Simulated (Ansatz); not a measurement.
Compare A (`NC1=COC1`) with its isomer B (`N=CC1CO1`).

Computed with Ansatz on PBE0-D4/def2-TZVP structures; ΔE is electronic, products minus reactants. CCSD(T)/CBS adds triple-zeta CCSD(T) − MP2 to the extrapolated MP2 energy (def2 sets, frozen cores). Functionals use def2-TZVPP. Each species was taken in one conformer, which may not be the lowest.

A:

```xyz
10

N     1.629   -0.111    0.142
C     0.246   -0.066    0.143
C    -0.782   -0.218    0.983
O    -1.795    0.214    0.118
C    -0.748    0.437   -0.865
H     2.016   -0.607   -0.649
H     2.013   -0.479    1.000
H    -0.991   -0.501    2.004
H    -0.918   -0.166   -1.760
H    -0.672    1.497   -1.117
```

B:

Z-matrix (Å, degrees):
```
C
C 1 1.474
O 1 1.423 2 115.4
C 1 1.466 2 119.8 3 -66.6
H 1 1.087 2 115.5 3 139.6
N 2 1.263 1 120.6 3 -149.2
H 2 1.098 1 114.6 3 30.7
H 4 1.088 1 119.5 2 -0.7
H 4 1.087 1 118.6 2 -152.1
H 6 1.019 2 111.1 1 -179.2
```

**Question.** Which isomer does CCSD(T)/CBS put lower? Give the gap. (Estimate.)

**Answer.** Ansatz gave: B, by 33.6 kJ/mol.

**Question.** Give E(B) − E(A) in kJ/mol with CCSD/def2-TZVPP, B2PLYP, CCSD(T)/def2-TZVPP, BLYP-D4, r2SCAN-D4, MP2/def2-TZVPP, CCSD(T)/def2-SVP. (Estimate.)

**Answer.** Computed: CCSD/def2-TZVPP -39.1, B2PLYP -36.3, CCSD(T)/def2-TZVPP -37.9, BLYP-D4 -35.5, r2SCAN-D4 -34.0, MP2/def2-TZVPP -35.0, CCSD(T)/def2-SVP -41.2. None reverses the order clearly.

**Question.** Does the order hold for the free energy at 298.15 K (harmonic terms from PBE0-D4)? (Best estimate.)

**Answer.** Computed: Yes: G(B) − G(A) = -35.5 kJ/mol, for one conformer each.

Largest T1 diagnostic: 0.013.

At CCSD(T), def2-SVP lies −7.6 kJ/mol from the extrapolated value and def2-TZVPP −4.3 kJ/mol. In def2-TZVPP, CCSD(T) changes the Hartree–Fock value by +11.1 kJ/mol (the triples alone add +1.2 kJ/mol) and MP2 by +13.9 kJ/mol.
